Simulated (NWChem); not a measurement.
trimethylamine (C3H9N); SMILES CN(C)C

```xyz
13

C      0.3461    -1.3455     0.0587
N      0.0000     0.0000    -0.3517
C      0.9922     0.9725     0.0587
C     -1.3383     0.3730     0.0587
H      0.3809    -1.4796     1.1760
H      1.3433    -1.6228    -0.3411
H     -0.3939    -2.0695    -0.3407
H      1.0909     1.0696     1.1760
H      0.7337     1.9748    -0.3411
H      1.9892     0.6936    -0.3407
H     -1.4718     0.4100     1.1760
H     -1.5953     1.3759    -0.3407
H     -2.0770    -0.3520    -0.3411
```
Atoms are numbered in this order, from 1.

Program: NWChem. Pople sets run with spherical d functions. STO-3G and 3-21G are far too small for this property and stand as cheap habits. Geometry: optimised at PBE-D3(BJ)/def2-SVP. Vertical excitations in the gas phase; the lowest state need not have the same character in each row.

```tsv
level	basis functions	lowest excitation, singlet (eV)	oscillator strength of that lowest state	orbital gap (eV)
PBE0/3-21G, TDA	54	7.21	0.044	8.65
PBE0/6-31G*, TDA	74	7.00	0.039	8.43
PBE0/6-31+G*, TDA	90	5.46	0.032	6.57
PBE0/def2-SVP, TDA	101	6.37	0.056	7.67
```
